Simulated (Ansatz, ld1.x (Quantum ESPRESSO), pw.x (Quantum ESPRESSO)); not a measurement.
## Equation-of-state test of one TM potential (Os)

osmium, norm-conserving Troullier–Martins (Kleinman–Bylander form), made with ld1.x (Quantum ESPRESSO) 7.5 (PBEsol, scalar-relativistic). Core [Xe] 4f14, reference 5d6 6s1.5 6p0.5. Waves: 6s (bound): rc 1.80 bohr; 6p (bound): rc 2.70 bohr; 5d (bound): rc 1.60 bohr. Local part: all-electron potential smoothed inside 2.45 bohr (lloc = -1). Core correction: Bessel-smoothed model core inside 1.25 bohr.

Atomic tests: cutoffs needed: 35 Ry and 70 Ry (the cutoffs (Ry, on a coarse ladder) from which the occupation-weighted sum of valence levels, in a spherical-Bessel basis at the reference potential, stays within 10 and 1 mRy of its value at 400 Ry); ghost test: ghost state, extra bound levels that the all-electron valence spectrum of the same l lacks: s at -0.45 eV; a true bound ghost makes a file unfit for plane-wave use (spherical-Bessel basis up to 400 Ry, 20 bohr box); largest excitation error: +81 meV (all-electron minus pseudo) for 5d5 6s2 6p0, out of 7 test configurations.

Crystal test: sc Os in pw.x 7.5, no spin, 13³ k-points, Fermi–Dirac smearing 0.01 Ry, cutoffs 85/340 Ry. The reference is all-electron LAPW (Ansatz 0.2.0) with the same functional, mesh and smearing; V0 and B0 come from Birch–Murnaghan fits to the pressures at five volumes. Errors are pseudo minus all-electron; Δ is the rms difference of the E(V) curves that follow from these fits, minima aligned, over ±6 % about the mean V0. Mesh and smearing are coarse, so the numbers serve the comparison and aren't converged zero-temperature values; the lattice is a test structure that the element need not adopt.

All-electron: a0 = 2.531 Å (V0 = 16.22 Å³/atom), B0 = 294.0 GPa.

Question: How far does the potential miss the all-electron equation of state?

Answer: mean pressure error (GPa): -3.75; a0 (Å): 2.521; a0 error (%): -0.43; B0 error (%): +1.0; Δ (meV/atom): 13.5. The largest radius (2.70 bohr) exceeds half the bond length (2.39 bohr), so the spheres overlap, which is one possible source of error among others. Note: ghost state, extra bound levels that the all-electron valence spectrum of the same l lacks: s at -0.45 eV. A true bound ghost makes a file unfit for plane-wave use. The logarithmic derivative shows an extra or strongly shifted pseudo pole above the reference energy (s near -0.03 Ry).

| V (Å³/atom) | P all-electron (GPa) | P pseudo (GPa) |
| --- | --- | --- |
| 15.412 | 16.99 | 12.47 |
| 15.817 | 7.89 | 3.81 |
| 16.223 | -0.01 | -3.71 |
| 16.629 | -6.86 | -10.24 |
| 17.034 | -12.81 | -15.89 |

Question: At the middle volume, how do free energy and pressure move when the wave cutoff is lowered (ecutrho kept at four times it)?

Answer:

```csv
cutoff (Ry),shift of F (meV/atom),shift of P (GPa)
38,+46.3,-1.74
51,+28.8,-0.33
68,+3.9,-0.33
```

Input at the middle volume:

```
&control
  calculation='scf', prefix='x', pseudo_dir='./', outdir='./tmp', tstress=.true., disk_io='none'
/
&system
  ibrav=0, nat=1, ntyp=1, ecutwfc=85, ecutrho=340, nbnd=11,
  occupations='smearing', smearing='fd', degauss=0.01
/
&electrons
  conv_thr=1e-09, mixing_beta=0.4, electron_maxstep=70
/
ATOMIC_SPECIES
Os 1.0 Os.UPF
CELL_PARAMETERS angstrom
  2.53149490 0.00000000 0.00000000
  0.00000000 2.53149490 0.00000000
  0.00000000 0.00000000 2.53149490
ATOMIC_POSITIONS crystal
Os 0.0000 0.0000 0.0000
K_POINTS automatic
13 13 13 0 0 0
```

```bash
pw.x < Os.scf.in > Os.scf.out
```

Lines of the output:

```
Message from routine setup:
     using ibrav=0 with symmetry is DISCOURAGED, use correct ibrav instead
     lattice parameter (alat)  =       4.7838  a.u.
     unit-cell volume          =     109.4782 (a.u.)^3
     number of electrons       =         8.00
     number of Kohn-Sham states=           11
     kinetic-energy cutoff     =      85.0000  Ry
     charge density cutoff     =     340.0000  Ry
     scf convergence threshold =      1.0E-09
     Exchange-correlation= PBESOL
     number of k points=    84  Fermi-Dirac smearing, width (Ry)=  0.0100
     iteration #  1     ecut=    85.00 Ry     beta= 0.40
     total energy              =     -66.75657170 Ry
     estimated scf accuracy    <       0.03197663 Ry
     iteration #  2     ecut=    85.00 Ry     beta= 0.40
     total energy              =     -66.75853608 Ry
     estimated scf accuracy    <       0.00311352 Ry
     iteration #  3     ecut=    85.00 Ry     beta= 0.40
     total energy              =     -66.75876838 Ry
     estimated scf accuracy    <       0.00034352 Ry
     iteration #  4     ecut=    85.00 Ry     beta= 0.40
     total energy              =     -66.75878194 Ry
     estimated scf accuracy    <       0.00000216 Ry
     iteration #  5     ecut=    85.00 Ry     beta= 0.40
     total energy              =     -66.75878236 Ry
     estimated scf accuracy    <       0.00000028 Ry
     iteration #  6     ecut=    85.00 Ry     beta= 0.40
     total energy              =     -66.75878239 Ry
     estimated scf accuracy    <          6.7E-09 Ry
     iteration #  7     ecut=    85.00 Ry     beta= 0.40
     the Fermi energy is    15.8178 ev
!    total energy              =     -66.75878239 Ry
     estimated scf accuracy    <          9.9E-10 Ry
     smearing contrib. (-TS)   =      -0.00604449 Ry
     The total energy is F=E-TS. E is the sum of the following terms:
     one-electron contribution =      14.30953611 Ry
     hartree contribution      =       1.74567895 Ry
     xc contribution           =     -44.84946342 Ry
     ewald contribution        =     -37.95848953 Ry
     convergence has been achieved in   7 iterations
          total   stress  (Ry/bohr**3)                   (kbar)     P=      -37.08
     Message from routine punch:
     Nothing written, as per user request (disk_io='none')
```

The run at the middle volume (84 k-points, 7 iterations) took about 10 s on one core of a shared host (Neoverse-V2, 192 threads, 742 GiB, load 22).
